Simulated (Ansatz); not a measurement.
# B₂H₂ (triplet): wave-function methods side by side at distance B1–H3 = 3.272 Å, 6-31G

Aim: climb from Hartree-Fock through coupled cluster and multireference methods for B₂H₂ (triplet) at one geometry and basis, and see what each rung misses.

The runs use Ansatz 0.2.0, Gaussian basis; 6-31G, core rule «outside noble gas», up to 2 orbitals frozen.

Plan: UHF; CCSD(T) on ROHF; CCSD(T) on UHF; BCCD(T) on ROHF; CISD; CCSDT(Q) on ROHF; CCSDT(Q) on UHF; CASSCF and MRCISD+Q, 4 electrons in 4 orbitals; CASSCF and NEVPT2, 4 electrons in 4 orbitals; CASSCF and MRCISD+Q, 8 electrons in 10 orbitals; CASSCF and NEVPT2, 8 electrons in 10 orbitals; Full CI.

20 further runs of the same task are left out: 2 for a mislabelled method, 12 that didn't finish, 6 set aside as unsound or not needed.

**1. The geometry**

The geometry derives from a PBE0/def2-TZVP stationary point (not a proven minimum). One bond is set to the value named and the two fragments are kept rigid.

4 atoms, charge 0, spin multiplicity 3.

Atoms are counted from 1 here; the program's logs count them from 0.

Bond lengths: B1–B2 1.585 Å, B1–H4 1.197 Å. Angles: B2–B1–H4 118.9°.

Coordinates:

```
B     0.0000   -0.0775    0.6329
B     0.0000   -0.0775   -0.9522
H     0.0000    2.7872    2.2140
H     0.0000   -1.1253    1.2112
```

**2. UHF**

Contents of in.yaml:

```yaml
crystal:
  periodic: [false, false, false]
  atoms:
    - {symbol: B, position_ang: [0.000000, -0.077468, 0.632870]}
    - {symbol: B, position_ang: [0.000000, -0.077468, -0.952212]}
    - {symbol: H, position_ang: [0.000000, 2.787158, 2.213977]}
    - {symbol: H, position_ang: [0.000000, -1.125336, 1.211232]}
basis:
  gaussian: {orbitals: 6-31G}
magnetization: {spin_polarized: true, initial_magnetization: 2}
hamiltonian: {xc: hf}
output: {orbitals: {seedname: orbitals}}
```

Command:

```sh
> ansatz run in.yaml --threads 1 --pin off --events-out ev --progress --plain --max-ram 2393MiB
```

Further steps of the session: CCSD(T) on ROHF; CCSD(T) on UHF; BCCD(T) on ROHF; CISD; CCSDT(Q) on ROHF; CCSDT(Q) on UHF; CASSCF and MRCISD+Q, 4 electrons in 4 orbitals; CASSCF and NEVPT2, 4 electrons in 4 orbitals; CASSCF and MRCISD+Q, 8 electrons in 10 orbitals; CASSCF and NEVPT2, 8 electrons in 10 orbitals; Full CI.

Q: Predict the results of all the runs planned. Wanted: FCI below the RHF energy; RMP2 from FCI; UMP2 from FCI; RCCSD from FCI; RCCSD(T) from FCI; UCCSD(T) from FCI; RCCSDT(Q) from FCI; UCCSDT(Q) from FCI; NEVPT2 pair from FCI.

As calculated:

| quantity | value |
| --- | --- |
| FCI below the RHF energy | -4.2826 eV |
| RMP2 from FCI | +2572.0 meV |
| UMP2 from FCI | +786.3 meV |
| RCCSD from FCI | +165.9 meV |
| RCCSD(T) from FCI | +0.7 meV |
| UCCSD(T) from FCI | +48.9 meV |
| RCCSDT(Q) from FCI | -2.5 meV |
| UCCSDT(Q) from FCI | +4.1 meV |
| NEVPT2 pair from FCI | +837.1 meV |
| MRCISD+Q pair from FCI | +3.4 meV |
| NEVPT2 valence from FCI | +208.1 meV |
| levels within 1 kcal/mol (43 meV) | RCCSD(T), RCCSDT, UCCSDT, RCCSDT(Q), UCCSDT(Q), MRCISD+Q pair, MRCISD valence, MRCISD+Q valence |
| T1 diagnostic | 0.291 |
| effectively unpaired electrons | 3.88 |

RCCSD(T) lands +0.7 meV from the yardstick (0.0 % of the correlation energy). CCSD(T) misses by +0.7 meV on the restricted determinant and by +48.9 meV on the unrestricted one; the two need not hold the same state or core. RCCSDT(Q) falls below full CI, which methods that aren't variational can do. With 3.9 effectively unpaired electrons against 2 the state is strongly multireference. Coupled cluster on one determinant still stays close here. Of the multireference levels listed MRCISD+Q pair comes nearest in total energy (+3.4 meV), which doesn't show that its space is the better one. Coupled cluster took another determinant than the lowest Hartree-Fock one. These misses are within one basis, not against nature; the frozen cores of restricted and unrestricted runs differ, which can shift their rows.
